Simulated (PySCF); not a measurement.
Structure revision by computed shifts

A compound C3H5N3 gives the data below (simulated from a calculation) and was assigned the structure `Cn1cnnc1`.

$^{13}$C{$^{1}$H} NMR (computed): δ 160.6 (CH), 148.9 (CH), 37.8 (CH3).

$^{1}$H NMR (400 MHz, computed): δ 8.00 (m, 1H), 7.83 (m, 1H), 3.78 (s, 3H).

Theoretical values (PySCF 2.14): coordinates at the PBE0-D3(BJ)/def2-TZVP level, σ from GIAO-B97-2/pcSseg-2. Relativity neglected, one averaged value for each set of equivalent atoms, one computed conformer, in vacuum.

δ = σ(ref) − σ, references computed at the same level: TMS for $^{1}$H, $^{13}$C.

(1) Compare with the shifts computed for the proposed structure, pairing carbons in order of shift.

(2) Which isomer fits?

## Answers

(1) Atom-mapped SMILES (the numbers label the heavy atoms): `[CH3:1][n:2]1[cH:3][n:4][n:5][cH:6]1`; H(Xn) means a hydrogen on atom n.

```json
{"atom": "C3", "computed for proposal": "147.9", "given list": "160.6", "difference": "-12.7"}
{"atom": "C6", "computed for proposal": "147.9", "given list": "148.9", "difference": "-1.0"}
{"atom": "C1", "computed for proposal": "32.2", "given list": "37.8", "difference": "-5.6"}
```

The rms difference is 8.0 ppm and the largest -12.7 ppm at C3 (aromatic CH between two ring heteroatoms). The proposal also would give 2 carbon signals, not 3. The proposal doesn't fit.

(2) SMILES Cn1cncn1.

Carbon types of the structure: 2 × CH, 1 × CH3, which accounts for all hydrogens. δC 160.6, 148.9: aromatic CH between two ring heteroatoms. δC 37.8: methyl carbon bonded to N; the inductive effect lowers its shielding. δH 8.00, 7.83: hydrogen on an aromatic CH between two ring heteroatoms; it sits in the deshielding region of the aromatic ring current. δH 3.78: hydrogen on a methyl carbon bonded to N; its carbon carries N, an electronegative neighbour.

Other isomers checked: Cn1nccn1 (rms 13.5 ppm); Cn1ccnn1 (rms 17.0 ppm).

The shifts were computed for this structure.

Shifts are as computed. Against solution values, carbons near 30 ppm lie about +3 ppm off and those near 130 ppm about +7 ppm. Of 1211 compounds with measured shifts, 218 miss one by over three times the rms of a fit or turn the order of signals round; such compounds aren't used in these exercises. No couplings were computed; multiplicities are counted from neighbouring protons, with m where these are inequivalent, close in shift, in a saturated or five-membered ring or joined by F or P, and br s for small geminal =CH2 splittings.
